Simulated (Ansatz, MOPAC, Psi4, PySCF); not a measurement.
Molecule: C2H6N (charge 0, doublet). SMILES: C([NH])C
Geometry: optimised at B3LYP-D3(BJ)/def2-TZVP (Ansatz, a program for electronic structure).

Property: enthalpy of formation at 298 K, in kcal/mol. Conventions: 6-311+G** with 5d; frozen cores in correlated levels; open shells spin-unrestricted; non-relativistic; no spin-orbit coupling; no dispersion term unless named; six Cartesian d functions in 6-31G* and its kin unless marked 5d. Basis-set limits of correlation are two-point, X^-3; Hartree-Fock from the larger set. The bracket is a focal-point correction in the basis named. Ab initio and DFT rows: single points at B3LYP-D3(BJ) geometries (Ansatz), with unscaled harmonic terms from B3LYP/6-31G* at its own minima, enthalpies of formation by atomisation with measured atoms. Semi-empirical rows: MOPAC heats of formation at their own minima for 298 K.

Coupled cluster (Ansatz) is a level with limits of its own, used here on species with T1 under 0.025 (0.045 for open shells) and stable references: RI-MP2/CBS(cc-pVTZ,cc-pVQZ)+[CCSD(T)-MP2]/cc-pVTZ.

Value to compare with, RI-MP2/CBS(cc-pVTZ,cc-pVQZ)+[CCSD(T)-MP2]/cc-pVTZ (Ansatz): 37.8 kcal/mol.

```tsv
level	program	enthalpy of formation at 298 K (kcal/mol)	difference
AM1	MOPAC	22.5	-15.3
PM3	MOPAC	18.3	-19.5
SVWN5/6-31G*	Ansatz	-70.9	-108.7
PBE/6-31G*	Ansatz	20.4	-17.4
B3LYP/6-31G**	Ansatz	30.0	-7.8
B3LYP/def2-SVP	Ansatz	33.3	-4.5
B3LYP/6-311+G**	Ansatz	38.8	1.0
M06-2X/6-31G* (5d)	PySCF	39.7	1.9
wB97X-D/6-311+G**	Psi4	40.1	2.3
M06-2X/def2-TZVPD	PySCF	39.1	1.3
wB97M-V/def2-TZVPD	Ansatz	34.7	-3.1
```

Among the 9 habitual levels, SVWN5/6-31G* lies farthest from RI-MP2/CBS(cc-pVTZ,cc-pVQZ)+[CCSD(T)-MP2]/cc-pVTZ (Ansatz) (-108.7 kcal/mol) and B3LYP/6-311+G** nearest (1.0); 3 of 9 lie above it, and their mean absolute difference is 19.8 kcal/mol, the median 7.8. One case shows no general order.

The levels are drawn from those run, B3LYP/6-31G* more often than the rest, none by its result; runs whose electronic state is in doubt are left out.
